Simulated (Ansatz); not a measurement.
Input file:

```yaml
crystal:
  periodic: [false, false, false]
  atoms:
    - {symbol: Mo, position_ang: [0.000000, 0.000000, 0.000000]}
    - {symbol: H, position_ang: [0.000000, 0.000000, 1.646400]}
basis:
  gaussian: {orbitals: def2-mTZVP}
total_charge: 1
correlation: {method: fic_mrcisd_q, electrons: outside_noble_gas, active_space: {window: {electrons: 6, orbitals: 3}}}
accuracy: high
```

```sh
$ ansatz run in.yaml --threads 1 --pin off --events-out ev --progress --plain --max-ram 2393MiB
```

Log:

```
753 factors; integrals over basis functions are off by at most 3.0e-9 eV
mean field evaluation 1: about -1840.1528 eV, gradient 2.1e1 eV
mean field evaluation 2: about -1840.1632 eV, gradient 2.1e1 eV
mean field evaluation 4: about -1841.0048 eV, gradient 1.7e0 eV
mean field evaluation 8: about -1841.0290 eV, gradient 2.2e-3 eV
mean field evaluation 16: about -1841.0290 eV, gradient 7.2e-4 eV
mean field evaluation 32: about -1842.5272 eV, gradient 5.5e-1 eV
mean field evaluation 64: about -1840.7577 eV, gradient 9.4e-8 eV
mean field evaluation 96: about -1841.8979 eV, gradient 1.5e-5 eV
mean field evaluation 128: about -1842.2739 eV, gradient 1.4e-8 eV
mean field evaluation 160: about -1840.7577 eV, gradient 4.4e-8 eV
...
contracted CI cycle  25: correlation -1.84387742 eV, -0.0677612452 hartree, residual 2.97e-4 eV
contracted CI cycle  26: correlation -1.84387742 eV, -0.0677612453 hartree, residual 1.63e-4 eV
contracted CI cycle  27: correlation -1.84387742 eV, -0.0677612453 hartree, residual 1.08e-4 eV
contracted CI cycle  28: correlation -1.84387742 eV, -0.0677612453 hartree, residual 6.41e-5 eV
contracted CI cycle  29: correlation -1.84387742 eV, -0.0677612453 hartree, residual 2.94e-5 eV
contracted CI cycle  30: correlation -1.84387742 eV, -0.0677612453 hartree, residual 1.19e-5 eV
contracted CI cycle  31: correlation -1.84387742 eV, -0.0677612453 hartree, residual 5.99e-6 eV
contracted CI cycle  32: correlation -1.84387742 eV, -0.0677612453 hartree, residual 3.40e-6 eV
contracted CI cycle  33: correlation -1.84387742 eV, -0.0677612453 hartree, residual 1.93e-6 eV
contracted CI cycle  34: correlation -1.84387742 eV, -0.0677612453 hartree, residual 1.28e-6 eV
state -1842.52855463 eV, -67.7116754721 hartree; corrected -1844.55162959 eV, -67.7860221053 hartree
Total energy: -1844.55162959 eV, -67.7860221053 hartree
```

Ran on 1 thread of Arm Neoverse V2, shared host: 2.6 s wall, 0.09 GiB peak host memory.
